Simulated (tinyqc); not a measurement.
Worked calculation: MP2 on RHF in the sto-6g basis, frozen core, for H2O, spin multiplicity 1. One step of it, computed by the program tinyqc.

Problem. Integrals over molecular orbitals. (pq|rs) = sum C_ip C_jq C_kr C_ls (ij|kl), one index at a time.

coefficients C:
```
              MO1        MO2        MO3        MO4       MO5        MO6        MO7
1O 1s    0.996889  -0.228367   0.000000   0.087604  0.000000  -0.096670   0.000000
1O 2s    0.014005   0.896463   0.000000  -0.478939  0.000000   0.623481   0.000000
1O 2px   0.000000   0.000000   0.000000   0.000000  1.000000   0.000000   0.000000
1O 2py   0.000000   0.000000   0.626215   0.000000  0.000000   0.000000   0.886622
1O 2pz   0.002343   0.083557   0.000000   0.721563  0.000000   0.769352   0.000000
2H 1s   -0.002655   0.135816   0.452884   0.344481  0.000000  -0.689579  -0.728220
3H 1s   -0.002655   0.135816  -0.452884   0.344481  0.000000  -0.689579   0.728220
```

core Hamiltonian H = T + V (hartree):
```
             1O 1s      1O 2s     1O 2px     1O 2py     1O 2pz      2H 1s      3H 1s
1O 1s   -32.872270  -7.264848   0.000000   0.000000  -0.015894  -1.193308  -1.193308
1O 2s    -7.264848  -9.094414   0.000000   0.000000  -0.184450  -2.788410  -2.788410
1O 2px    0.000000   0.000000  -7.348370   0.000000   0.000000   0.000000   0.000000
1O 2py    0.000000   0.000000   0.000000  -7.443018   0.000000  -1.526478   1.526478
1O 2pz   -0.015894  -0.184450   0.000000   0.000000  -7.424568  -1.422236  -1.422236
2H 1s    -1.193308  -2.788410   0.000000  -1.526478  -1.422236  -4.480779  -1.136476
3H 1s    -1.193308  -2.788410   0.000000   1.526478  -1.422236  -1.136476  -4.480779
```

Two-electron integrals (ij|kl) in chemists' order, unique and non-zero (hartree):
```
(11|11) 4.787491    (21|11) 0.675884    (21|21) 0.121505    (22|11) 1.117379
(22|21) 0.249212    (22|22) 0.817383    (31|31) 0.025762    (32|31) 0.039145
(32|32) 0.180664    (33|11) 1.117381    (33|21) 0.249212    (33|22) 0.817382
(33|33) 0.880663    (41|41) 0.025762    (42|41) 0.039145    (42|42) 0.180664
(43|43) 0.047461    (44|11) 1.117381    (44|21) 0.249212    (44|22) 0.817382
(44|33) 0.785741    (44|44) 0.880663    (51|51) 0.025762    (52|51) 0.039145
(52|52) 0.180664    (53|53) 0.047461    (54|54) 0.047461    (55|11) 1.117381
(55|21) 0.249212    (55|22) 0.817382    (55|33) 0.785741    (55|44) 0.785741
(55|55) 0.880663    (61|11) 0.117366    (61|21) 0.020234    (61|22) 0.040628
(61|33) 0.040542    (61|41) 0.000739    (61|42) 0.001448    (61|44) 0.040686
(61|51) 0.000663    (61|52) 0.001299    (61|54) 0.000129    (61|55) 0.040658
(61|61) 0.003434    (62|11) 0.300206    (62|21) 0.067966    (62|22) 0.248708
(62|33) 0.244482    (62|41) 0.004066    (62|42) 0.030681    (62|44) 0.251505
(62|51) 0.003648    (62|52) 0.027528    (62|54) 0.006302    (62|55) 0.250136
(62|61) 0.011394    (62|62) 0.096367    (63|31) 0.007352    (63|32) 0.042041
(63|43) 0.006252    (63|53) 0.005610    (63|63) 0.013219    (64|11) 0.166681
(64|21) 0.038253    (64|22) 0.149254    (64|33) 0.142653    (64|41) 0.009323
(64|42) 0.059178    (64|44) 0.159201    (64|51) 0.001769    (64|52) 0.015376
(64|54) 0.009238    (64|55) 0.145909    (64|61) 0.006688    (64|62) 0.070288
(64|64) 0.063862    (65|11) 0.149555    (65|21) 0.034323    (65|22) 0.133919
(65|33) 0.127996    (65|41) 0.001769    (65|42) 0.015376    (65|44) 0.131624
(65|51) 0.008939    (65|52) 0.055837    (65|54) 0.009508    (65|55) 0.142136
(65|61) 0.006001    (65|62) 0.063066    (65|64) 0.045439    (65|65) 0.053989
(66|11) 0.461437    (66|21) 0.106408    (66|22) 0.446782    (66|33) 0.429528
(66|41) 0.007815    (66|42) 0.081887    (66|44) 0.458203    (66|51) 0.007012
(66|52) 0.073474    (66|54) 0.025729    (66|55) 0.452613    (66|61) 0.017992
(66|62) 0.225315    (66|64) 0.187282    (66|65) 0.168040    (66|66) 0.774999
(71|11) 0.117366    (71|21) 0.020234    (71|22) 0.040628    (71|33) 0.040542
(71|41) -0.000739   (71|42) -0.001448   (71|44) 0.040686    (71|51) 0.000663
(71|52) 0.001299    (71|54) -0.000129   (71|55) 0.040658    (71|61) 0.003388
(71|62) 0.011046    (71|64) 0.005933    (71|65) 0.005822    (71|66) 0.017277
(71|71) 0.003434    (72|11) 0.300206    (72|21) 0.067966    (72|22) 0.248708
(72|33) 0.244482    (72|41) -0.004066   (72|42) -0.030681   (72|44) 0.251505
(72|51) 0.003648    (72|52) 0.027528    (72|54) -0.006302   (72|55) 0.250136
(72|61) 0.011046    (72|62) 0.078130    (72|64) 0.039445    (72|65) 0.049807
(72|66) 0.149023    (72|71) 0.011394    (72|72) 0.096367    (73|31) 0.007352
(73|32) 0.042041    (73|43) -0.006252   (73|53) 0.005610    (73|63) 0.010380
(73|73) 0.013219    (74|11) -0.166681   (74|21) -0.038253   (74|22) -0.149254
(74|33) -0.142653   (74|41) 0.009323    (74|42) 0.059178    (74|44) -0.159201
(74|51) -0.001769   (74|52) -0.015376   (74|54) 0.009238    (74|55) -0.145909
(74|61) -0.005933   (74|62) -0.039445   (74|64) -0.010048   (74|65) -0.024626
(74|66) -0.067949   (74|71) -0.006688   (74|72) -0.070288   (74|74) 0.063862
(75|11) 0.149555    (75|21) 0.034323    (75|22) 0.133919    (75|33) 0.127996
(75|41) -0.001769   (75|42) -0.015376   (75|44) 0.131624    (75|51) 0.008939
(75|52) 0.055837    (75|54) -0.009508   (75|55) 0.142136    (75|61) 0.005822
(75|62) 0.049807    (75|64) 0.024626    (75|65) 0.041595    (75|66) 0.103695
(75|71) 0.006001    (75|72) 0.063066    (75|74) -0.045439   (75|75) 0.053989
(76|11) 0.111135    (76|21) 0.025459    (76|22) 0.101964    (76|33) 0.099409
(76|44) 0.101098    (76|51) 0.002075    (76|52) 0.019001    (76|55) 0.105384
(76|61) 0.004231    (76|62) 0.040338    (76|64) 0.025476    (76|65) 0.029681
(76|66) 0.101282    (76|71) 0.004231    (76|72) 0.040338    (76|74) -0.025476
(76|75) 0.029681    (76|76) 0.021564    (77|11) 0.461437    (77|21) 0.106408
(77|22) 0.446782    (77|33) 0.429528    (77|41) -0.007815   (77|42) -0.081887
(77|44) 0.458203    (77|51) 0.007012    (77|52) 0.073474    (77|54) -0.025729
(77|55) 0.452613    (77|61) 0.017277    (77|62) 0.149023    (77|64) 0.067949
(77|65) 0.103695    (77|66) 0.312650    (77|71) 0.017992    (77|72) 0.225315
(77|74) -0.187282   (77|75) 0.168040    (77|76) 0.101282    (77|77) 0.774999
```

Give: one-electron integrals over orbitals h = C^T H C; Two-electron integrals over orbitals.

Solution.

one-electron integrals over orbitals h = C^T H C (hartree):
```
         1       2       3       4       5       6       7
1  -32.860   0.579   0.000  -0.215   0.000   0.248   0.000
2    0.579  -7.609   0.000   0.554   0.000  -1.206   0.000
3    0.000   0.000  -6.022   0.000   0.000   0.000  -1.760
4   -0.215   0.554   0.000  -6.520   0.000  -1.361   0.000
5    0.000   0.000   0.000   0.000  -7.348   0.000   0.000
6    0.248  -1.206   0.000  -1.361   0.000  -5.383   0.000
7    0.000   0.000  -1.760   0.000   0.000   0.000  -5.456
```

Two-electron integrals over orbitals (pq|rs), unique and non-zero (hartree); the lowest 1 orbital is frozen and left out:
```
(22|22) 0.729      (32|32) 0.129      (33|22) 0.619      (33|33) 0.596
(42|22) -0.028     (42|33) 1.94e-03   (42|42) 0.130      (43|32) 0.026
(43|43) 0.058      (44|22) 0.655      (44|33) 0.566      (44|42) -0.089
(44|44) 0.685      (52|52) 0.152      (53|53) 0.027      (54|52) -0.045
(54|54) 0.047      (55|22) 0.758      (55|33) 0.605      (55|42) -0.083
(55|44) 0.681      (55|55) 0.881      (62|22) 0.132      (62|33) 0.070
(62|42) 0.034      (62|44) 0.057      (62|55) 0.139      (62|62) 0.096
(63|32) -0.031     (63|43) -0.037     (63|63) 0.070      (64|22) 0.132
(64|33) 0.052      (64|42) -0.058     (64|44) 0.132      (64|55) 0.156
(64|62) 0.057      (64|64) 0.106      (65|52) 0.049      (65|54) 0.007
(65|65) 0.034      (66|22) 0.601      (66|33) 0.552      (66|42) 0.044
(66|44) 0.550      (66|55) 0.585      (66|62) 0.096      (66|64) 0.056
(66|66) 0.589      (72|32) 0.055      (72|43) -0.032     (72|63) 0.030
(72|72) 0.067      (73|22) 0.165      (73|33) 0.090      (73|42) -0.082
(73|44) 0.134      (73|55) 0.203      (73|62) 0.066      (73|64) 0.108
(73|66) 0.047      (73|73) 0.164      (74|32) -0.073     (74|43) -0.017
(74|63) 0.054      (74|72) -0.016     (74|74) 0.074      (75|53) 0.024
(75|75) 0.024      (76|32) 0.082      (76|43) 0.063      (76|63) -0.061
(76|72) -0.006     (76|74) -0.063     (76|76) 0.110      (77|22) 0.602
(77|33) 0.580      (77|42) -0.015     (77|44) 0.569      (77|55) 0.599
(77|62) 0.059      (77|64) 0.048      (77|66) 0.552      (77|73) 0.086
(77|77) 0.588
```
